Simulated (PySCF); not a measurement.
Relaxation of triplet H₂O

Computed with UPBE0/[O def2-TZVP, H def2-TZVP], no relativity, density fitting, PySCF. A (50,194) grid was used.

A start displaced from a saddle point along its imaginary mode, of Cs symmetry, held to at least that symmetry:

Coordinates in bohr (charge 0 multiplicity 3):
```
O     0.0282    0.0000   -0.0383
H     1.9947    0.0000    0.2694
H    -2.4429    0.0000    0.3386
```

Task: What forces act on the atoms at the start (eV/Å)?

Result: 
| atom | Fx | Fy | Fz |
| --- | --- | --- | --- |
| O1 | 2.54 | 0.00 | -0.23 |
| H2 | -0.73 | 0.00 | -0.07 |
| H3 | -1.81 | 0.00 | 0.31 |

Task: What does it relax to?

Result: It ends at Cs with O–H 0.973 Å. The molecule has come apart into OH + H. No frequency check is given, so it may be a saddle point.

Task: How much energy is released, and in how many steps?

Result: 95.5 kJ/mol in 14 steps.

At this level a singlet minimum of C2v symmetry lies 500 kJ/mol below this structure.

The relaxation took 4.9 s on 2 threads of a shared Arm Neoverse V2 host, with 43 basis functions and 15 gradients; the process peaked at 0.57 GiB. Launch command: `OMP_NUM_THREADS=2 python axn.py task.json out`.
